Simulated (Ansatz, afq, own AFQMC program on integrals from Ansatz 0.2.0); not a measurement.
AlPH, doublet in 6-31G, levels against full CI

```json
{"atom": "Al", "x (Å)": "0.0000", "y (Å)": "0.0000", "z (Å)": "1.4379"}
{"atom": "P", "x (Å)": "0.0000", "y (Å)": "0.0000", "z (Å)": "-4.4571"}
{"atom": "H", "x (Å)": "0.0000", "y (Å)": "0.0000", "z (Å)": "3.0193"}
```

Connectivity, by distances: AlH ··· P.

Basis 6-31G. Only valence electrons are correlated. Integrals, coupled cluster, full CI and functionals: Ansatz 0.2.0; the random walks run on the same integrals in our own AFQMC program. The CISD trial takes its coefficients from CCSD amplitudes. Released means that phaseless walkers are propagated on without the constraint, phases kept. ± is one standard error of the sampling.

Determinant: ROHF, the one that the program's search chose, which needn't be the lowest solution. The geometry is a point of a scan.

Full CI is exact in this basis; its frozen core comes from its own orbitals, which moves totals by up to a few meV.

Cautions: a spin-contaminated unrestricted determinant lies lower (UHF 1.44 eV lower, ⟨S²⟩ 2.75); strong correlation (T1 0.010, weight of the determinant 0.69, largest double 0.59); the CCSD(T) amplitudes may be one of several solutions (largest double 0.59); the CCSDT(Q) amplitudes may be one of several solutions (largest double 0.89); the released energies are still falling, so no released level is given (meV from the phaseless value at times in 1/Eh: -2 ± 4 at 0.24, -3 ± 3 at 0.51, -5 ± 4 at 0.99, -12 ± 5 at 1.62, -31 ± 5 at 2.40); the ph-AFQMC/CISD walk drifts between its halves (2.8 errors); CCSDT(Q) on the UHF determinant differs (1.85 eV lower), perhaps since the unrestricted series falls towards higher spin; full CI with its own frozen core; a state of higher spin lies lower (by 1.56 eV).

- T1 diagnostic: 0.0101
- weight of the determinant in the CISD state: 0.691
- size of the correlated space: 9 electrons in 18 orbitals

```json
{"level": "MP2", "correlation energy (eV)": "-1.3461"}
{"level": "CCSD", "correlation energy (eV)": "-2.2284"}
{"level": "CCSD(T)", "correlation energy (eV)": "-2.3023"}
```

(1) Estimate where full CI lies against CCSD(T) in the same basis.

(1) 12.30 mEh below CCSD(T).

Reference: full CI, correlation energy -2.637 eV. The cautions show a poor starting determinant, so the rows tell how each method copes with it here, and full CI is the sure value.

| level | E − E(reference) (mEh) | share of correlation (%) |
| --- | --- | --- |
| CCSD(T) | 12.30 | 87.31 |
| CCSDT | 10.89 | 88.76 |
| CCSDT(Q) | 10.67 | 88.99 |
| ph-AFQMC/HF | 15.49 ± 0.95 | 84.02 |
| ph-AFQMC/CISD | 13.42 ± 0.15 | 86.15 |

CCSDT and higher add their correlation energy to the determinant of the CCSD(T) run, since their own runs factorise the integrals more tightly (a shift of under 2 meV). A walk keeps the symmetry of its determinant, which the program's search chose and which needn't be the lowest solution, so a lower state of the same spin and another symmetry isn't excluded.
